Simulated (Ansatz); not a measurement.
## A relaxation, step by step

CH₃SSi (SMILES [CH-]=[SiH]S) (charge -1), singlet, B3LYP-D4/cc-pVDZ (Ansatz 0.2.0). Settings:

```yaml
hamiltonian: {xc: {name: B3LYP}, dispersion: d4}
relax: {f_tol: 0.002, max_steps: 80, max_displacement: 0.05}
```

Start (the SMILES describes the start alone):

C1  (-1.237, -0.569, -1.149)
Si2  (-0.321, 0.637, -0.410)
S3  (1.473, 0.396, 1.366)
H4  (-1.019, -1.671, -0.685)
H5  (-0.013, 2.074, -0.418)
H6  (1.065, -0.938, 1.349)
(Å)

```csv
step,energy less the last (meV),largest force component (eV/Å)
1,546.2,2.247
2,297.8,1.313
3,154.0,0.708
4,72.5,0.253
5,38.1,0.106
6,22.9,0.098
7,13.3,0.084
8,7.0,0.078
9,3.0,0.071
10,0.5,0.083
11,0.2,0.065
12,0.0,0.028
13,0.0,0.011
14,0.0,0.014
15,0.0,0.003
16,0.0,0.003
17,0.0,0.003
18 (rejected trial),0.0,0.005
19,0.0,0.001
20,0.0,0.001
```

Step 2, positions (Å) and forces (eV/Å):

| atom | x | y | z | Fx | Fy | Fz |
| --- | --- | --- | --- | --- | --- | --- |
| C1 | -1.233 | -0.579 | -1.140 | -0.125 | -1.044 | 0.152 |
| Si2 | -0.291 | 0.616 | -0.380 | 1.243 | -0.389 | 1.266 |
| S3 | 1.452 | 0.386 | 1.351 | -0.740 | -0.497 | -0.528 |
| H4 | -1.024 | -1.638 | -0.699 | -0.228 | 1.313 | -0.540 |
| H5 | -0.029 | 2.080 | -0.436 | -0.459 | 0.287 | -0.539 |
| H6 | 1.074 | -0.935 | 1.356 | 0.309 | 0.331 | 0.189 |

Step 9, positions (Å) and forces (eV/Å):

```csv
atom,x,y,z,Fx,Fy,Fz
C1,-1.256,-0.502,-1.143,0.061,-0.055,0.001
Si2,-0.187,0.530,-0.293,-0.023,-0.034,-0.003
S3,1.428,0.405,1.367,0.001,-0.013,-0.004
H4,-1.175,-1.583,-0.874,-0.056,0.071,-0.017
H5,-0.129,2.016,-0.534,-0.005,-0.002,0.014
H6,1.268,-0.935,1.531,0.021,0.033,0.009
```

Step 19, positions (Å) and forces (eV/Å):

```json
{"atom": "C1", "x": "-1.254", "y": "-0.499", "z": "-1.161", "Fx": "0.000", "Fy": "0.001", "Fz": "-0.001"}
{"atom": "Si2", "x": "-0.190", "y": "0.512", "z": "-0.286", "Fx": "0.000", "Fy": "0.000", "Fz": "0.000"}
{"atom": "S3", "x": "1.427", "y": "0.423", "z": "1.381", "Fx": "0.000", "Fy": "0.000", "Fz": "0.001"}
{"atom": "H4", "x": "-1.232", "y": "-1.583", "z": "-0.913", "Fx": "0.000", "Fy": "-0.001", "Fz": "0.001"}
{"atom": "H5", "x": "-0.124", "y": "1.996", "z": "-0.529", "Fx": "0.000", "Fy": "0.000", "Fz": "0.000"}
{"atom": "H6", "x": "1.321", "y": "-0.919", "z": "1.561", "Fx": "0.000", "Fy": "0.000", "Fz": "0.000"}
```

Last step (20):

```json
{"atom": "C1", "x (Å)": "-1.2540", "y (Å)": "-0.4987", "z (Å)": "-1.1613"}
{"atom": "Si2", "x (Å)": "-0.1899", "y (Å)": "0.5119", "z (Å)": "-0.2861"}
{"atom": "S3", "x (Å)": "1.4250", "y (Å)": "0.4233", "z (Å)": "1.3821"}
{"atom": "H4", "x (Å)": "-1.2324", "y (Å)": "-1.5833", "z (Å)": "-0.9118"}
{"atom": "H5", "x (Å)": "-0.1232", "y (Å)": "1.9961", "z (Å)": "-0.5293"}
{"atom": "H6", "x (Å)": "1.3228", "y (Å)": "-0.9193", "z (Å)": "1.5594"}
```

The run took about 67 s on 2 CPU threads of an Intel Xeon (shared host).
